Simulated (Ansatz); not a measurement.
```yaml
crystal:
  periodic: [false, false, false]
  atoms:
    - {symbol: B, position_ang: [0.479536, 0.681030, -0.383036]}
    - {symbol: Si, position_ang: [-0.550405, 0.387683, 1.066969]}
    - {symbol: Si, position_ang: [0.125864, -1.058658, -0.672981]}
basis:
  gaussian: {orbitals: cc-pVTZ-DK}
total_charge: -1
hamiltonian: {xc: {name: B3LYP5}}
output: {forces: true}
```

```sh
$ ansatz run in.yaml --threads 4 --pin off --events-out ev --progress --plain --max-ram 3916MiB
```

Shortened log:

```
Functional definition: B3LYP5
783 factors; their error is unknown
mean field evaluation 1: about -16457.8845 eV, gradient 2.9e1 eV
mean field evaluation 2: about -16447.7837 eV, gradient 5.3e1 eV
mean field evaluation 4: about -16460.3908 eV, gradient 4.0e0 eV
mean field evaluation 8: about -16460.4885 eV, gradient 3.6e-2 eV
mean field evaluation 16: about -16460.4885 eV, gradient 2.8e-5 eV
mean field -16460.48846694 eV, -604.9117938403 hartree, gradient 2.8e-5 eV, S^2 0.000000; 0 other end points of the search recorded, 0 dependent functions left out
reference -16460.48864446 eV, -604.9118003641 hartree; 17, 17 occupied and 81, 81 virtual orbitals, 783 factors
Total energy: -16460.48864446 eV, -604.9118003641 hartree
Relativity: scalar
Atom 0 at     0.479536     0.681030    -0.383036 Å, force     0.419640     0.688965    -0.317054 eV/Å
Atom 1 at    -0.550405     0.387683     1.066969 Å, force    -0.747577     0.879646     1.577688 eV/Å
Atom 2 at     0.125864    -1.058658    -0.672981 Å, force     0.327937    -1.568611    -1.260635 eV/Å
Dipole moment:    -0.049496    -0.071457     0.042109 e Å
```

Hardware: 4 threads of Arm Neoverse V1 on a shared host. Wall time 0.7 s.

DK, ANO-RCC and x2c sets are all-electron and run with scalar relativity unless a key says otherwise. The highest occupied level of an anion often lies above zero with these methods, and sets without diffuse functions describe the outer electron poorly. The restricted singlet is unstable towards broken spin symmetry in Hartree–Fock (as tested in another run); at RKS B3LYP5/cc-pVTZ-DK this wasn't settled.

The dipole of an ion depends on the origin.
